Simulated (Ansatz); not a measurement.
**C4H6F2: geometry optimisation**

What geometry does C4H6F2 take? A script is to give a geometry optimisation; the system is C4H6F2. SMILES: CC(F)=C(C)F.

Computed with Ansatz 0.2.0 through its Python package. Level of theory: PBE+D4/6-31G*.

## (1) The structure

Bond lengths: C1–C2 1.529 Å, C2–F3 1.333 Å, C2–C4 1.339 Å, C4–C5 1.513 Å, C4–F6 1.363 Å, C1–H7 1.086 Å, C1–H8 1.100 Å, C1–H9 1.067 Å, C5–H10 1.138 Å, C5–H11 1.099 Å, C5–H12 1.083 Å. Angles (14 of 18 angles, heavy atoms first): C1–C2–F3 117.9°, C1–C2–C4 126.1°, F3–C2–C4 116.0°, C2–C4–C5 127.3°, C2–C4–F6 116.5°, C5–C4–F6 116.2°, C2–C1–H7 111.0°, C2–C1–H8 107.6°, C2–C1–H9 109.3°, C4–C5–H10 111.0°, C4–C5–H11 111.4°, C4–C5–H12 113.8°, H7–C1–H8 109.5°, H7–C1–H9 110.6°.

No structure file is read: the coordinates are typed or built in the script.

## (2) The code

The input, c4h6f2_opt.py:

```python
import ansatz as az
import numpy as np
import pandas as pd

BASIS = '6-31G*'
FUNCTIONAL = 'pbe'
VDW = 'd4'

c4h6f2 = (
    az.Crystal.molecule()
    .atom('C', [-0.7452, 1.4956, -0.0715])
    .atom('C', [-0.4568, 0.3232, 0.8664])
    .atom('F', [-0.8983, 0.4051, 2.1211])
    .atom('C', [0.203, -0.7971, 0.548])
    .atom('C', [0.8247, -1.1472, -0.7863])
    .atom('F', [0.2957, -1.7455, 1.5227])
    .atom('H', [-0.5508, 1.2244, -1.105])
    .atom('H', [-0.0846, 2.3256, 0.2209])
    .atom('H', [-1.7588, 1.8041, 0.0512])
    .atom('H', [0.2221, -1.954, -1.3169])
    .atom('H', [1.8267, -1.5796, -0.66])
    .atom('H', [0.9402, -0.2997, -1.4512])
)

base = (
    c4h6f2.calculation()
    .basis(gaussian=BASIS)
    .functional(FUNCTIONAL, dispersion=VDW)
)
symbols = [site.symbol for site in c4h6f2.cartesian_sites]
start = np.array([site.position_ang for site in c4h6f2.cartesian_sites], dtype=float)
def progress(event):
    if event['event'] == 'relax_step':
        row = event['data']
        print(f'step {row["step"]:3d}  E = {row["lagrangian_ev"]:.6f} eV  largest force component {row["allowed_force_max_ev_ang"]:.4f} eV/A')


r = base.relax(force_tolerance=0.01, max_steps=100).session().plan().execute(on_event=progress).report
end = np.array(r['positions_ang'])

for key in ('converged', 'free_energy_ev', 'reference_energy_ev', 'n_frozen', 'n_occupied', 'n_virtual'):
    print(f'{key:22s} {r[key]}')

print('final positions (A) and the move of each atom')
for symbol, xyz, old in zip(symbols, end, start):
    print(f'{symbol:2s} {xyz[0]:10.5f} {xyz[1]:10.5f} {xyz[2]:10.5f}   {np.linalg.norm(xyz - old):7.4f}')

charges = r['charge_distribution']
table = pd.DataFrame({'atom': symbols, 'mulliken': charges['mulliken_charges_e'], 'lowdin': charges['lowdin_charges_e']})
print(table.round(3).to_string())
print('dipole (e A):', np.round(charges['dipole_moment_e_ang'], 4) + 0.0)
```

## (3) The input behind the calls

The package turns the script's settings into the engine's input:

```yaml
crystal:
  periodic: [false, false, false]
  atoms:
    - { symbol: C, position_ang: [-0.7452, 1.4956, -0.0715] }
    - { symbol: C, position_ang: [-0.4568, 0.3232, 0.8664] }
    - { symbol: F, position_ang: [-0.8983, 0.4051, 2.1211] }
    - { symbol: C, position_ang: [0.203, -0.7971, 0.548] }
    - { symbol: C, position_ang: [0.8247, -1.1472, -0.7863] }
    - { symbol: F, position_ang: [0.2957, -1.7455, 1.5227] }
    - { symbol: H, position_ang: [-0.5508, 1.2244, -1.105] }
    - { symbol: H, position_ang: [-0.0846, 2.3256, 0.2209] }
    - { symbol: H, position_ang: [-1.7588, 1.8041, 0.0512] }
    - { symbol: H, position_ang: [0.2221, -1.954, -1.3169] }
    - { symbol: H, position_ang: [1.8267, -1.5796, -0.66] }
    - { symbol: H, position_ang: [0.9402, -0.2997, -1.4512] }
basis:
  gaussian:
    orbitals: "6-31G*"
hamiltonian:
  xc: pbe
  dispersion: d4
relax:
  f_tol: 0.01
  max_steps: 100
```

## (4) Launch

Started as:

```
python c4h6f2_opt.py
```

**Question.** What results will this script give? Wanted: total energy; dipole moment; moves of the relaxation; energy gained; last largest force component.

**Answer**, as computed:

| quantity | value |
| --- | --- |
| total energy | -9668.0680 eV |
| dipole moment | 2.56 D |
| moves of the relaxation | 7 |
| energy gained | 0.173 eV |
| last largest force component | 0.0061 eV/Å |

In words: After 7 moves the largest shift is 0.315 Å, of atom 12 (H). What to keep in mind:
- The end point is the stationary point reached from this start; no frequency run checks that it is a minimum, and the basis set is modest.
- The Löwdin charges here are taken after orthogonalising the functions within each atom; they differ from plain Löwdin charges, and their signs can be unphysical.
- Total less reference energy is the dispersion correction.
